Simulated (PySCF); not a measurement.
hydrogen cyanide (CHN), SMILES N#C.

Geometry: ωB97X-D3(BJ)/def2-TZVPD.

Two levels are set side by side: TDDFT-PBE/def2-TZVPD (PySCF) and TDDFT-ωB97X/def2-TZVPD (PySCF). Vertical, same geometry. The lowest singlet is HOMO→LUMO 50 %, HOMO−1→LUMO+1 50 % with PBE and HOMO−1→LUMO+2 48 %, HOMO→LUMO+1 48 % with the other functional; states are paired by order. Differences are taken from unrounded values.

```json
[
 {"quantity": "lowest singlet excitation (eV)", "TDDFT-PBE": "8.09"},
 {"quantity": "lowest triplet excitation (TDA) (eV)", "TDDFT-PBE": "6.52"},
 {"quantity": "first bright state (f over 0.05) (eV)", "TDDFT-PBE": "9.88"},
 {"quantity": "its oscillator strength", "TDDFT-PBE": "0.08"}
]
```

Task: These are the TDDFT-PBE values. What does TDDFT-ωB97X give? (An estimate is asked for; the answer gives what the named calculation found.)

Result: 
```tsv
quantity	TDDFT-ωB97X	TDDFT-PBE minus TDDFT-ωB97X
lowest singlet excitation (eV)	7.82	0.26
lowest triplet excitation (TDA) (eV)	6.47	0.05
first bright state (f over 0.05) (eV)	10.32	-0.44
its oscillator strength	0.09	0.00
```

Rough cost on one machine, each run with all the roots and properties that it gave: TDDFT-ωB97X against TDDFT-PBE about 3 times.
